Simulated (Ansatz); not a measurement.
```yaml
atoms:
  - { symbol: H, position_ang: [0.0000, 0.0000, 0.3686] }
  - { symbol: H, position_ang: [0.0000, 0.0000, -0.3686] }
```

Basis set: pcseg-2 (spherical functions). Charge 0, multiplicity 1.

Computed with Ansatz (development build ahead of 0.2.0); free ground-state atoms in the same class of orbitals, no zero-point energy, no relativity. Restricted functionals stand beside restricted open-shell atoms, which can lie above the unrestricted atoms usual in DFT and then raise those values.

The atomization energy of singlet H2 from measured heats of formation, zero-point and thermal terms removed is 4.753 eV (G2/97 set, Curtiss et al., J. Chem. Phys. 106, 1063 (1997), as shipped with ASE); it holds spin-orbit and other relativistic effects.

Question: How far do r²SCAN (restricted), PBE0 (restricted) miss it in this basis?

Answer:

```csv
method,atomization energy (eV),computed − measured (eV)
r²SCAN (restricted),4.661,-0.092
PBE0 (restricted),4.523,-0.230
```
